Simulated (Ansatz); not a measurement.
Input file:

```yaml
crystal:
  periodic: [false, false, false]
  atoms:
    - {symbol: C, position_ang: [0.000000, -0.784995, 1.378769]}
    - {symbol: N, position_ang: [0.000000, 0.418069, 1.625258]}
    - {symbol: Ge, position_ang: [0.000000, 0.035580, -0.575618]}
    - {symbol: H, position_ang: [0.000000, 0.980237, 2.468801]}
basis:
  gaussian: {orbitals: cc-pVDZ}
magnetization: {spin_polarized: false, initial_magnetization: 2}
hamiltonian: {xc: {name: r2SCAN}}
correlation: {method: ccsd, electrons: outside_noble_gas}
scf: {lower_state_search: light}
output: {forces: true}
```

```sh
$ ansatz run in.yaml --threads 1 --pin off --events-out ev --progress --plain --max-ram 2393MiB
```

Log:

```
643 factors; integrals over basis functions are off by at most 1.4e-3 eV
mean field evaluation 1: about -59044.8415 eV, gradient 5.5e1 eV
mean field evaluation 2: about -59044.8447 eV, gradient 5.5e1 eV
mean field evaluation 4: about -59054.7612 eV, gradient 9.3e0 eV
mean field evaluation 8: about -59055.3277 eV, gradient 4.7e-1 eV
mean field evaluation 16: about -59055.3300 eV, gradient 1.0e-4 eV
mean field evaluation 32: about -59055.1627 eV, gradient 4.7e0 eV
mean field evaluation 64: about -59049.1786 eV, gradient 4.2e1 eV
mean field -59055.33001939 eV, -2170.2433490723 hartree, gradient 6.3e-6 eV, S^2 2.000000; 4 other end points of the search recorded, 0 dependent functions left out
mean field evaluation 96: about -58997.9541 eV, gradient 4.0e-1 eV
16 core orbitals not correlated: weight in the atoms' cores, before any rotation towards them, 0.999 or more for the frozen orbitals, at most 0.001 for the correlated occupied ones
reference -58996.99755520 eV, -2168.0996705525 hartree; 8, 6 occupied and 36, 38 virtual orbitals, 643 factors
second order -9.77071912 eV of doubles, -0.45852515 eV of singles
cycle   1  -9.87257450 eV  change    3.5e-1 eV  update   1.1e-1
cycle   2  -10.25335791 eV  change   -3.8e-1 eV  update   4.0e-2
cycle   3  -10.35587967 eV  change   -1.0e-1 eV  update   1.4e-2
cycle   4  -10.35951464 eV  change   -3.6e-3 eV  update   5.5e-3
cycle   5  -10.36269047 eV  change   -3.2e-3 eV  update   3.3e-3
cycle   6  -10.36303382 eV  change   -3.4e-4 eV  update   1.5e-3
cycle   7  -10.36309938 eV  change   -6.6e-5 eV  update   8.1e-4
cycle   8  -10.36340044 eV  change   -3.0e-4 eV  update   3.1e-4
cycle   9  -10.36341676 eV  change   -1.6e-5 eV  update   1.3e-4
cycle  10  -10.36338381 eV  change    3.3e-5 eV  update   5.9e-5
cycle  11  -10.36343259 eV  change   -4.9e-5 eV  update   2.8e-5
cycle  12  -10.36341768 eV  change    1.5e-5 eV  update   1.4e-5
cycle  13  -10.36342857 eV  change   -1.1e-5 eV  update   7.3e-6
cycle  14  -10.36342502 eV  change    3.6e-6 eV  update   3.7e-6
cycle  15  -10.36342327 eV  change    1.7e-6 eV  update   1.7e-6
cycle  16  -10.36342431 eV  change   -1.0e-6 eV  update   7.2e-7
the calculation of the forces begins
Total energy: -59007.36097952 eV, -2168.4805193714 hartree
Atom 0 at     0.000000    -0.784995     1.378769 Å, force    -0.000000    -1.511303     0.359537 eV/Å
Atom 1 at     0.000000     0.418069     1.625258 Å, force     0.000000     1.102447     0.072377 eV/Å
Atom 2 at     0.000000     0.035580    -0.575618 Å, force    -0.000000     0.233426    -0.722074 eV/Å
Atom 3 at     0.000000     0.980237     2.468801 Å, force    -0.000000     0.175429     0.290160 eV/Å
Dipole moment:     0.000000     0.311094     0.333395 e Å
```

Forces (eV/Å):
```
C    0.000 -1.511  0.360
N    0.000  1.102  0.072
Ge   0.000  0.233 -0.722
H    0.000  0.175  0.290
```

Ran on 1 thread of Arm Neoverse V2, shared host: 25 s wall, 0.2 GiB peak host memory.
